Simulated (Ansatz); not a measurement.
# CH6BN: the cost of one run

Program: Ansatz 0.2.0. Level of theory: RKS BLYP-D4/def2-TZVP. These are calculated values, not measurements.

## (1) Starting point

Bond lengths: B1–C2 1.560 Å, C2–N3 1.458 Å, B1–H4 1.228 Å, B1–H5 1.235 Å, C2–H6 1.108 Å, C2–H7 1.135 Å, N3–H8 1.030 Å, N3–H9 1.022 Å. Angles: B1–C2–N3 110.3°, B1–C2–H6 110.3°, B1–C2–H7 105.7°, N3–C2–H6 109.7°, N3–C2–H7 110.8°, H6–C2–H7 110.0°, C2–B1–H4 123.9°, C2–B1–H5 117.9°, H4–B1–H5 118.0°, C2–N3–H8 106.1°, C2–N3–H9 111.4°, H8–N3–H9 112.1°.

As a file:

```xyz
9

B     0.4575    1.2070   -0.1056
C     0.1664   -0.3027   -0.3711
N    -0.4556   -0.9120    0.7986
H     1.5746    1.7119   -0.1737
H    -0.5045    1.9546    0.0968
H    -0.4981   -0.4166   -1.2505
H     1.1758   -0.7766   -0.5832
H    -0.4129   -1.9296    0.6462
H    -1.4147   -0.5823    0.9253
```

## (2) End point A

Contents of input.yaml:

```yaml
crystal:
  periodic: [false, false, false]
  atoms:
    - { symbol: B, position_ang: [0.4575, 1.207, -0.1056] }
    - { symbol: C, position_ang: [0.1664, -0.3027, -0.3711] }
    - { symbol: "N", position_ang: [-0.4556, -0.912, 0.7986] }
    - { symbol: H, position_ang: [1.5746, 1.7119, -0.1737] }
    - { symbol: H, position_ang: [-0.5045, 1.9546, 0.0968] }
    - { symbol: H, position_ang: [-0.4981, -0.4166, -1.2505] }
    - { symbol: H, position_ang: [1.1758, -0.7766, -0.5832] }
    - { symbol: H, position_ang: [-0.4129, -1.9296, 0.6462] }
    - { symbol: H, position_ang: [-1.4147, -0.5823, 0.9253] }
basis:
  gaussian: { orbitals: def2-TZVP }
hamiltonian:
  xc: blyp
  dispersion: d4
relax:
  f_tol: 0.015
  max_steps: 40
```

Launch:

```bash
> ansatz run input.yaml --threads 2 --pin off --max-ram 3072MiB --backend cpu --events-out ev --progress --plain --runs-dir out
```

Q: Estimate wall time and peak memory on 2 threads of Arm Neoverse V2, shared host.

About 20 s, with a peak of 0.18 GiB.
